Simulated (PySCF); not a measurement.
Values are calculated unless marked as measured or tabulated.
# C2H4FO

C2H4FO is a small molecule (built as: C site whose three back bonds go to CH3, OH, F), neutral, doublet. The structure, one conformer, was relaxed in the gas phase by PBE0-D3(BJ)/def2-SVP. No frequency run checks that it is a minimum.

SMILES: C[C](O)F

```xyz
8

C     0.132    0.729   -0.135
C    -0.547   -0.598   -0.172
O     1.360    0.823    0.427
F    -0.637    1.707    0.350
H    -1.488   -0.527   -0.736
H     0.087   -1.353   -0.659
H    -0.784   -0.949    0.851
H     1.922    0.141    0.045
```
Atoms count from 1 in this order.

EPR values by unrestricted B3LYP, IGLO-III on C F O, pcH-1 on H.

**Question.** Predict g and the largest hyperfine couplings. Where does the spin sit?

**Answer.** g = 2.0020, 2.0038, 2.0045. The spin sits on C1 (89 %, bonded to 1 C + 1 F + 1 O) by Mulliken populations.
```json
{"atom": "F4", "isotope": "19F", "isotropic (MHz)": "200.8", "dipolar, principal values (MHz)": "-184.2, -161.5, 345.7"}
{"atom": "C1", "isotope": "13C", "isotropic (MHz)": "329.6", "dipolar, principal values (MHz)": "-73.1, -72.6, 145.7"}
{"atom": "H7", "isotope": "1H", "isotropic (MHz)": "99.1", "dipolar, principal values (MHz)": "-4.8, -2.5, 7.3"}
{"atom": "O3", "isotope": "17O", "isotropic (MHz)": "-20.3", "dipolar, principal values (MHz)": "-51.2, 24.8, 26.4"}
{"atom": "C2", "isotope": "13C", "isotropic (MHz)": "50.4", "dipolar, principal values (MHz)": "-5.5, -4.2, 9.7"}
{"atom": "H5", "isotope": "1H", "isotropic (MHz)": "12.2", "dipolar, principal values (MHz)": "-6.6, -5.0, 11.6"}
```

**Question.** How do the isotropic couplings move with BHandHLYP?

**Answer.** F4 200.8 to 240.3 MHz, C1 329.6 to 372.9 MHz, H7 99.1 to 100.9 MHz, O3 -20.3 to -26.4 MHz.
